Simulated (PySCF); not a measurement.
# HF from Hartree–Fock to correlated methods

State: ¹Σ⁺ (singlet), closed shell. Set-up: PySCF, no relativity, basis sets H def2-SVPD, F def2-SVPD. De refers to H + F in their high-spin ground configurations, without counterpoise correction. A positive dipole means H(−)F(+).

```json
{"Level": "RHF", "Re (Å)": "0.900", "ωe (cm⁻¹)": "4480", "De (eV)": "4.26", "μ (D)": "-1.93", "CPU s a point (SCF and correlation, without the integrals)": "0.02"}
{"Level": "RHF-MP2", "Re (Å)": "0.923", "ωe (cm⁻¹)": "4118", "De (eV)": "6.07", "μ (D)": "n/a", "CPU s a point (SCF and correlation, without the integrals)": "0.028"}
{"Level": "RHF-SCS-MP2", "Re (Å)": "0.923", "ωe (cm⁻¹)": "4114", "De (eV)": "5.97", "μ (D)": "n/a", "CPU s a point (SCF and correlation, without the integrals)": "n/a"}
{"Level": "RHF-CCSD", "Re (Å)": "0.921", "ωe (cm⁻¹)": "4150", "De (eV)": "5.85", "μ (D)": "n/a", "CPU s a point (SCF and correlation, without the integrals)": "n/a"}
{"Level": "RHF-CCSD(T)", "Re (Å)": "0.923", "ωe (cm⁻¹)": "4116", "De (eV)": "5.90", "μ (D)": "n/a", "CPU s a point (SCF and correlation, without the integrals)": "0.19"}
{"Level": "PBE", "Re (Å)": "0.932", "ωe (cm⁻¹)": "3965", "De (eV)": "6.18", "μ (D)": "-1.79", "CPU s a point (SCF and correlation, without the integrals)": "0.22"}
{"Level": "TPSS", "Re (Å)": "0.932", "ωe (cm⁻¹)": "3972", "De (eV)": "6.04", "μ (D)": "-1.80", "CPU s a point (SCF and correlation, without the integrals)": "0.4"}
{"Level": "r²SCAN", "Re (Å)": "0.924", "ωe (cm⁻¹)": "4088", "De (eV)": "6.01", "μ (D)": "-1.82", "CPU s a point (SCF and correlation, without the integrals)": "0.35"}
{"Level": "PBE0", "Re (Å)": "0.920", "ωe (cm⁻¹)": "4150", "De (eV)": "5.96", "μ (D)": "-1.84", "CPU s a point (SCF and correlation, without the integrals)": "0.37"}
{"Level": "r²SCAN0", "Re (Å)": "0.915", "ωe (cm⁻¹)": "4218", "De (eV)": "5.85", "μ (D)": "-1.86", "CPU s a point (SCF and correlation, without the integrals)": "0.35"}
{"Level": "BHandHLYP", "Re (Å)": "0.912", "ωe (cm⁻¹)": "4272", "De (eV)": "5.73", "μ (D)": "-1.88", "CPU s a point (SCF and correlation, without the integrals)": "0.18"}
{"Level": "CAM-B3LYP", "Re (Å)": "0.924", "ωe (cm⁻¹)": "4110", "De (eV)": "6.09", "μ (D)": "-1.86", "CPU s a point (SCF and correlation, without the integrals)": "0.32"}
```

Task: Which functional lies closest to RHF-CCSD(T) in De, which farthest, and by how much do they differ from it?

Result: Closest is r²SCAN0 (-0.8 pm in Re, +2.5 % in ωe, -0.05 eV in De against RHF-CCSD(T) in the same basis), farthest PBE (+0.9 pm in Re, -3.7 % in ωe, +0.28 eV in De). CCSD(T) converges more slowly with the basis than the functionals do and binds too weakly in this one, so the order can change at the basis-set limit.

Task: What does a quarter of exact exchange do here, going from r²SCAN to r²SCAN0?

Result: r²SCAN0 less r²SCAN: -0.9 pm in Re, +3.2 % in ωe, -0.16 eV in De. Exact exchange removes part of the self-interaction that spreads semilocal densities, and in most molecules shortens and stiffens the bond and lowers De; so it does here.

Task: What does second-order correlation do here, going from RHF to RHF-MP2?

Result: RHF-MP2 less RHF: +2.3 pm in Re, -8.1 % in ωe, +1.81 eV in De. Correlation nearly always deepens the well. The bond lengthens, as in strong covalent bonds, where excitations into antibonding orbitals dominate.

Correlated steps freeze 1 core orbital. Correlated levels converge slowly with the basis: in double zeta they bind strong bonds too weakly, by up to about 1 eV, and carry superposition errors of some tenths. Where the molecule has an RHF reference, its open-shell atoms are computed with UHF.

The whole job (state search and all levels along the bond) took about 0.52 min on 1 thread of Arm Neoverse V1 (shared host), peak memory 0.36 GiB.
